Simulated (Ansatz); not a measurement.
**Worked example: H3Si–BH2⁺, doublet against H3Si–BH2, triplet**

Geometry (PBE0/def2-TZVP stationary point of a triplet), kept for both states (H3Si–BH2, triplet: A'; H3Si–BH2⁺, doublet: A'):

| atom | x (Å) | y (Å) | z (Å) |
| --- | --- | --- | --- |
| Si | -0.0183 | 0.0000 | 0.5801 |
| B | 0.1280 | 0.0000 | -1.5103 |
| H | 0.6619 | -1.2307 | 1.0551 |
| H | 0.6619 | 1.2307 | 1.0551 |
| H | -1.4460 | 0.0000 | 0.9891 |
| H | -0.3709 | -1.0966 | -1.5314 |
| H | -0.3709 | 1.0966 | -1.5314 |

Basis cc-pVDZ; Ansatz 0.2.0. Correlated methods freeze the noble-gas cores. Prefix R: restricted or restricted open-shell reference; prefix U: unrestricted.

Full CI isn't at hand for all of this; UCCSDT(Q) serves as the reference, and is uncertain by the last step of the cluster series or more.

| level | E(H3Si–BH2, triplet) (hartree) | E(H3Si–BH2⁺, doublet) (hartree) |
| --- | --- | --- |
| UHF | -316.386714 | -316.101867 |
| UMP2 | -316.565795 | -316.266893 |
| UCCSD(T) | -316.615660 | -316.316821 |
| PBE | -316.978760 | -316.677470 |
| r2SCAN | -317.142722 | -316.834998 |
| UCCSDT(Q) | -316.617000 | -316.318170 |

Problem. Give the vertical gap, H3Si–BH2⁺ doublet less H3Si–BH2 triplet, at each level in eV (1 hartree = 27.2114 eV), and each error against UCCSDT(Q).

Solution. UCCSDT(Q): (-316.318170 − (-316.617000)) × 27.2114 = 8.132 eV (the reference)
r2SCAN: (-316.834998 − (-317.142722)) × 27.2114 = 8.374 eV, error 0.242 eV
PBE: (-316.677470 − (-316.978760)) × 27.2114 = 8.199 eV, error 0.067 eV
UCCSD(T): (-316.316821 − (-316.615660)) × 27.2114 = 8.132 eV, error 0.000 eV
UMP2: (-316.266893 − (-316.565795)) × 27.2114 = 8.134 eV, error 0.002 eV
UHF: (-316.101867 − (-316.386714)) × 27.2114 = 7.751 eV, error -0.381 eV

Total energies of functionals can't be set beside those of wave-function methods, since they hold the core's correlation and their own absolute errors; only the differences compare.

In so small a basis the reference is far from its limit while semilocal and hybrid functionals are nearer theirs, so the functionals' errors here hold much of the reference's basis and frozen-core error, which can add to them or hide them.

Each level lands on the state that its own search finds. T1 diagnostics of restricted CCSD: 0.018 and 0.024.
